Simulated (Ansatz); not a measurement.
Task: the interaction energy of a dimer with the counterpoise correction of CS, with Ansatz's Python interface. Give the script and its output. Settings (for the species named): PBE0, def2-SVP basis, multiplicity 1.

```xyz
2

C     0.0000    0.0000    0.0000
S     0.0000    0.0000    1.6950
```

Script `cs.py`:
```python
"""Binding of a CS dimer at a trial geometry."""

from dataclasses import dataclass

import ansatz as az
import numpy as np


@dataclass(frozen=True)
class RunConfig:
    basis_set: str = "def2-SVP"
    xc: str = "PBE0"


settings = RunConfig()

FIRST = [
    ("C", (0.0, 0.0, -0.8475)),
    ("S", (0.0, 0.0, 0.8475)),
]
SECOND = [
    ("C", (3.2813, -0.8747, 2.2661)),
    ("S", (1.7213, -1.2423, 2.8178)),
]

def energy(atoms, ghosts=()):
    molecule = az.Crystal.molecule()
    for symbol, xyz in atoms:
        molecule = molecule.atom(symbol, xyz)
    calc = (
        molecule.calculation()
        .basis(gaussian=settings.basis_set)
        .functional(settings.xc)  # level of theory
    )
    deck = calc.input()
    if ghosts:
        deck = deck.set(az.key.basis.gaussian.ghost_atoms, [{"symbol": s, "position_ang": list(xyz)} for s, xyz in ghosts])
    return az.Session.from_dict(deck).plan().execute().report["free_energy_ev"]


def main() -> None:
    # monomers in their own basis and in the basis of the dimer
    direction = np.array([0.6724, -0.2845, 0.6833])
    print("shift (A)   counterpoise-corrected interaction (eV)")
    for shift in (-0.3, 0.0, 0.4, 1.0, 2.0):
        moved = [(s, tuple(np.round(np.array(xyz) + shift * direction, 4))) for s, xyz in SECOND]
        gain = energy(FIRST + moved) - energy(FIRST, moved) - energy(moved, FIRST)
        print(f"{shift:8.2f} {gain:14.3f}")


if __name__ == "__main__":
    main()
```

Output of `python cs.py`:
```text
shift (A)   counterpoise-corrected interaction (eV)
   -0.30          0.616
    0.00          0.221
    0.40          0.042
    1.00          0.003
    2.00          0.001
```

Notes:
- The dimer is a generated trial pose of unrelaxed monomers, not a minimum, so the figure is no binding energy, and the basis set is small.
- This level lacks the dispersion part of the attraction (electrostatics and induction are there), which can decide the sign where the interaction is weak.
- The spin state was assumed, and another may lie lower.
- Finished in 8 s on 1 thread of Intel(R) Xeon(R) 6975P-C (Granite Rapids) (shared host), peak memory 0.18 GiB.

(Lines on the test bed's own set-up are left out of the output.)
